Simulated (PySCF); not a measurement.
difluoromethane (CH2F2), SMILES FCF. Geometry: ωB97X-D3(BJ)/def2-TZVP.

All values below come from ωB97X-D3(BJ)/def2-TZVP run with PySCF 2.14.0.

Harmonic wavenumbers (cm⁻¹): 531, 1116, 1135, 1189, 1278, 1469, 1539, 3079, 3152. Rotational constants (GHz): 49.33, 10.54, 9.217; symmetry number 2.

Task: Work out the zero-point energy and the ideal-gas rigid-rotor harmonic-oscillator thermochemistry at 298.15 K and 1 atm.

Result: ZPE = ½ Σ hcν = ½ × 14489 cm⁻¹ = 20.71 kcal/mol. H − E(el) = 23.26 kcal/mol. Entropy in cal/(mol K): translation 37.77, rotation 20.36, vibration 0.79, total 58.92. G − E(el) = 5.70 kcal/mol. Cp = 10.17 cal/(mol K).
